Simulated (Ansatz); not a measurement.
A computed series for C: pressure series

Consider C in the diamond structure (space group Fd-3m, No. 227).

```
CELL_PARAMETERS angstrom
      0.00000     1.77690     1.77690
      1.77690     0.00000     1.77690
      1.77690     1.77690     0.00000
ATOMIC_POSITIONS crystal
  C  0.50000 0.50000 0.50000
  C  0.75000 0.75000 0.75000
```

Cell and atoms are relaxed at each pressure.

Calculations: PBEsol (Ansatz, a program for electronic structure), no SOC.

```csv
P (GPa),V (Å³/atom)
-2.00,5.636
-1.00,5.623
3.00,5.574
7.00,5.526
15.00,5.437
29.99,5.285
50.00,5.108
75.00,4.920
100.00,4.757
```

Q: Fit a third-order Birch–Murnaghan equation of state.

A: Least squares on P(V) = (3B₀/2)[(V₀/V)^(7/3) − (V₀/V)^(5/3)]·[1 + (3/4)(B₀′ − 4)((V₀/V)^(2/3) − 1)] gives V₀ = 5.61 Å³/atom, B₀ = 451 GPa and B₀′ = 3.6.

Measured bulk modulus of C: 454.7 GPa (static lattice; corrected from measurement; as listed in Daniel Mejia-Rodriguez, S. B. Trickey, Phys. Rev. B (2018)); the computed value is 1 % below it.

Load acts through the strain it causes; cell and atoms are relaxed under it. Stability against distortions was not tested. No other phases were tried under pressure.
